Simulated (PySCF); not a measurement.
Gas-phase reaction: 2 PO + 3 H₂O₂ → 2 HPO₃ + 2 H₂O

Computed with PySCF and rigid-rotor harmonic-oscillator thermochemistry at 1 bar. S°(298 K) at PBE0/def2-TZVP differs from the NASA 1993 table for H₂O₂ (-8 J/mol/K); whether the harmonic model or the table's entry is off was not settled. † marks an energy on the PBE0/def2-TZVP geometry and frequencies; other levels use their own. MP2 and CCSD(T) freeze the core. 6-31G* has spherical d functions here. Open shells (unrestricted): PO (multiplicity 2, electronic degeneracy 4); the rest are closed-shell singlets. Spin-orbit splitting is ignored; it lowers the true energy and changes the entropy of PO. No R ln 2 is added for the mirror-image form of H₂O₂. HPO₃: computed as isolated molecules; such fragments, hydroxides, amides, oligomers or adducts are transient or little studied in the gas. MP2 isn't extrapolated to the basis-set limit; its ΔH°(298 K) is -1299.2 kJ in def2-SVP and -1496.2 kJ in def2-TZVPP. CCSD(T) isn't extrapolated to the basis-set limit; its ΔH°(298 K) is -1196.1 kJ in def2-SVP and -1391.6 kJ in def2-TZVPP. The harmonic model lacks anharmonicity and excited electronic states, which grow with temperature; levels with a mode under 35 cm⁻¹ are left out. Internal rotation in H₂O₂, HPO₃ is treated as a harmonic vibration of one conformer, which makes the entropy rough.

```csv
level,"ΔE electronic, kJ","ΔH°(298 K), kJ","ΔS°(298 K), J/K","ΔG°(2000 K), kJ"
CCSD(T)/def2-SVP†,-1201,-1196,-192,-828
HF/6-31G*,-1250,-1249,-194,-876
MP2/def2-SVP†,-1304,-1299,-192,-931
PBE/def2-SVP,-1210,-1205,-191,-838
PBE/def2-TZVP†,-1345,-1341,-192,-973
PBE0/def2-QZVP†,-1405,-1401,-192,-1033
r2SCAN/def2-TZVP†,-1432,-1428,-192,-1060
ωB97M-V/def2-TZVP†,-1405,-1400,-192,-1032
```
ΔH° is lowest at r2SCAN/def2-TZVP† and highest at CCSD(T)/def2-SVP†. No reference value is set beside these.
